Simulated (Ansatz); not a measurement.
# H₂Cl (doublet): wave-function methods side by side at distance H1–H2 along a hydrogen transfer = 1.161 Å, cc-pVTZ

How much of the correlation energy of H₂Cl (doublet) does each wave-function method recover here?

Method: cc-pVTZ, core rule «outside noble gas», up to 5 orbitals frozen; program: Ansatz 0.2.0, Gaussian basis.

To be run: UHF; CCSD(T) on ROHF; CCSD(T) on UHF; BCCD(T) on ROHF; CISD; CCSDT(Q) on ROHF; CCSDT(Q) on UHF; CASSCF and NEVPT2, 3 electrons in 3 orbitals; CASSCF and MRCISD+Q, 9 electrons in 6 orbitals; CASSCF and NEVPT2, 9 electrons in 6 orbitals.

6 further runs of the same task are left out: 1 for a mislabelled method, 3 that didn't finish, 2 set aside as unsound or not needed.

**1. The system**

The geometry derives from fragments relaxed apart (PBE0/def2-TZVP) and kept rigid, so it is no stationary point. A hydrogen atom is moved between rigid fragments.

3 atoms, charge 0, spin multiplicity 2.

Atoms are counted from 1 here; the program's logs count them from 0.

Bond lengths: H2–Cl3 1.517 Å.

**2. UHF**

in.yaml

```yaml
crystal:
  periodic: [false, false, false]
  atoms:
    - {symbol: H, position_ang: [0.000000, 0.000000, -1.279667]}
    - {symbol: H, position_ang: [0.000000, 0.000000, -0.118667]}
    - {symbol: Cl, position_ang: [0.000000, 0.000000, 1.398333]}
basis:
  gaussian: {orbitals: cc-pVTZ}
magnetization: {spin_polarized: true, initial_magnetization: 1}
hamiltonian: {xc: hf}
output: {orbitals: {seedname: orbitals}}
```

Run with:

```bash
ansatz run in.yaml --threads 1 --pin off --events-out ev --progress --plain --max-ram 2393MiB
```

After this run come: CCSD(T) on ROHF; CCSD(T) on UHF; BCCD(T) on ROHF; CISD; CCSDT(Q) on ROHF; CCSDT(Q) on UHF; CASSCF and NEVPT2, 3 electrons in 3 orbitals; CASSCF and MRCISD+Q, 9 electrons in 6 orbitals; CASSCF and NEVPT2, 9 electrons in 6 orbitals.

Q: Predict the results of all the runs planned. Wanted: UCCSDT(Q) below the RHF energy; RMP2 from UCCSDT(Q); UMP2 from UCCSDT(Q); RCCSD from UCCSDT(Q); RCCSD(T) from UCCSDT(Q); UCCSD(T) from UCCSDT(Q); RCCSDT(Q) from UCCSDT(Q); NEVPT2 pair from UCCSDT(Q); NEVPT2 valence from UCCSDT(Q).

The runs gave:

| quantity | value |
| --- | --- |
| UCCSDT(Q) below the RHF energy | -6.8283 eV |
| RMP2 from UCCSDT(Q) | +90.1 kJ/mol |
| UMP2 from UCCSDT(Q) | +92.3 kJ/mol |
| RCCSD from UCCSDT(Q) | +26.7 kJ/mol |
| RCCSD(T) from UCCSDT(Q) | +2.9 kJ/mol |
| UCCSD(T) from UCCSDT(Q) | +2.9 kJ/mol |
| RCCSDT(Q) from UCCSDT(Q) | 0.0 kJ/mol |
| NEVPT2 pair from UCCSDT(Q) | +80.0 kJ/mol |
| NEVPT2 valence from UCCSDT(Q) | +133.6 kJ/mol |
| MRCISD+Q valence from UCCSDT(Q) | +8.2 kJ/mol |
| levels within 1 kcal/mol (43 meV) | RCCSD(T), UCCSD(T), BCCD(T), RCCSDT, UCCSDT, RCCSDT(Q) |
| T1 diagnostic | 0.032 |
| effectively unpaired electrons | 1.02 |

In words: RCCSD(T) misses by +2.9 kJ/mol, 0.4 % of the correlation energy. One determinant dominates. Of the multireference levels listed MRCISD+Q valence comes nearest in total energy (+8.2 kJ/mol), which doesn't show that its space is the better one. These misses are within one basis, not against nature; the frozen cores of restricted and unrestricted runs differ, which can shift their rows.
